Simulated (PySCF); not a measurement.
hydrogen isocyanide cation (CHN), SMILES [C-]#[NH+] (connectivity only; charge and spin as stated), charge +1, multiplicity 2.

Geometry: PBE-D3(BJ)/def2-TZVPD. The multiplicity is an assumed one; other spin states were not compared.

Calculation: PBE-D3(BJ)/def2-TZVPD in PySCF.

Harmonic, unscaled wavenumbers; measured fundamentals usually lie a few per cent lower.

Modes within 1.5 cm⁻¹ of each other (mostly degenerate sets) share a row, with their intensities summed.

| mode | ν (cm⁻¹) | IR (km/mol) | moving atoms (share of kinetic energy) |
|---|---|---|---|
| 1–2 | 557 | 211.4 | H 75 %, N 20 % |
| 3 | 2248 | 0.2 | C 54 %, N 35 %, H 11 % |
| 4 | 3473 | 567.6 | H 86 %, N 13 % |
